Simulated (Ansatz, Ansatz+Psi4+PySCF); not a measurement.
```yaml
atoms:
  - { symbol: O, position_ang: [0.0000, 0.0000, 0.1171] }
  - { symbol: H, position_ang: [0.0000, 0.7567, -0.4686] }
  - { symbol: H, position_ang: [0.0000, -0.7567, -0.4686] }
```

Basis set: cc-pVTZ (spherical functions). Frozen core: 1 orbital. Charge 0, multiplicity 1.

Computed with Ansatz (development build ahead of 0.2.0); each method stands on the lowest determinant of its kind that the runs found. Restricted open shells among the atoms or ions are ROHF, correlated in semicanonical orbitals with singles.

The atomization energy at this shape (free ground-state atoms in the same class of orbitals less the molecule, no zero-point energy) of singlet H2O:

| method | atomization energy |
| --- | --- |
| RHF-CCSD(T) | 9.76 eV |

**Question.** What does RHF-MP2 give?

**Answer.** 9.90 eV.
